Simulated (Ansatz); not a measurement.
Voigt–Reuss–Hill shear modulus of fluorite CdF₂ at several levels of theory

No measured value is used here.

Question: Put these levels in order of the Voigt–Reuss–Hill shear modulus that they give for fluorite CdF₂, smallest first: B3LYP (VWN-RPA form) (Ansatz, an electronic-structure program), LDA (Ansatz), PBE (Ansatz).

Answer: PBE (26.4 GPa), B3LYP (VWN-RPA form) (29.7 GPa), LDA (35.7 GPa)

Unless a cell is named, each level is at its own relaxed cell (LDA 12.39, PBE 13.72, B3LYP (VWN-RPA form) 13.57 Å³/atom).

Each level is taken at its own relaxed cell. Ansatz's density-functional and Hartree–Fock values are scalar-relativistic unless marked +SOC, with PAW data made under PBE.
